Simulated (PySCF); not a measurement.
## Deuteron quadrupole couplings in (SiH3)2PH

Compound: (SiH3)2PH, H7PSi2.
Z-matrix (Å and degrees, PBE0-D3(BJ)/def2-TZVP geometry), rows numbered from 1:
```
Si
P   1  2.2494
Si  2  2.2498  1   96.31
H   1  1.4859  2  107.36  3   -75.49
H   1  1.4858  2  108.56  3   166.46
H   1  1.4869  2  113.54  3    44.94
H   2  1.4216  1   94.48  3   -94.97
H   3  1.4857  2  107.46  1    77.23
H   3  1.4874  2  113.59  1   -43.28
H   3  1.4858  2  108.50  1  -164.68
```

Level: PBE0/pcSseg-2 (PySCF, non-relativistic); Q(2H) = 0.00286 b; rigid geometry, the same for H and D, with no vibrational averaging.

Question: What are Vzz, η and χzz (234.96 MHz × Q × Vzz) at all hydrogens?

Answer: 
```
atom  bonded to  bond length (Å)  Vzz (au)     η  χzz (kHz)
  H4        Si1            1.486    0.1391  0.01         94
  H5        Si1            1.486    0.1391  0.00         94
  H6        Si1            1.487    0.1379  0.01         93
  H7         P2            1.422    0.1749  0.06        118
  H8        Si3            1.486    0.1392  0.01         94
  H9        Si3            1.487    0.1376  0.01         92
 H10        Si3            1.486    0.1391  0.00         93
```

Question: Average by the element that carries the hydrogen.

Answer: on Si: 93 kHz over 6 positions, mean bond length 1.486 Å; on P: 118 kHz over 1 position, mean bond length 1.422 Å.

Isolated species at its PBE0-D3(BJ)/def2-TZVP geometry, gas phase.
